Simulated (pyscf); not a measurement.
Optimised with ωB97X-D3(BJ)/def2-SVP in PySCF.

Q: Estimate by transition-state theory the rate constant of `[CH2][Al]([CH3])[Cl]` [doublet] + `[H][H]` -> `[CH3][Al]([CH3])[Cl]` + `[H]` [doublet] (doublet surface; H–H broken, C–H formed) at 900 K, with ωB97M-D3(BJ)/def2-TZVP energies (ideal gas, 1 atm, RRHO with modes under 100 cm⁻¹ raised to 100, one conformer, R ln 2 for chiral ones without a mode under 150 cm⁻¹; no tunnelling).

A: The electronic barrier is 12.8 kcal/mol and the thermal terms add +24.0, so ΔG‡ = 36.8 kcal/mol. With k_BT/h = 1.88e+13 s⁻¹ and RT = 1.788 kcal/mol, and a volume of 1.23e-19 cm³ per molecule at 1 atm, k = 2.6e-15 cm³ molecule⁻¹ s⁻¹. Wigner's tunnelling factor for 1474i cm⁻¹ would be 1.23. A shift of 1 kcal/mol in the barrier changes k by a factor 1.7. One saddle was located; it need not be the lowest between these sides. The angle at the transferred H is 171°.
